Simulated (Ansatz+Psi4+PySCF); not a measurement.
A calculation with Psi4 1.11.

```
molecule {
0 2
O 0.000000 0.000000 0.108790
H 0.000000 0.000000 -1.849350
}

set basis cc-pVTZ
set reference uhf
set scf_type pk
set mp2_type conv
set cc_type conv
set num_frozen_docc 1
energy('mp2')
```

The input is written out from the run's settings.

Results

| Item | Value |
| --- | --- |
| Converged | yes |
| Reference energy | -75.20366 hartree |
| Correlation energy | -0.23782 hartree |
| Total energy | -75.44148 hartree |
| Spin squared of the determinant | 0.759 |
| Occupied orbitals by symmetry in an Abelian subgroup (alpha; beta) | 3 A1 1 B1 1 B2; 3 A1 1 B2 |

This is not the lowest solution: another run reaches a determinant 2.97 eV lower. Caution: bonds are stretched, where a single reference can fail.
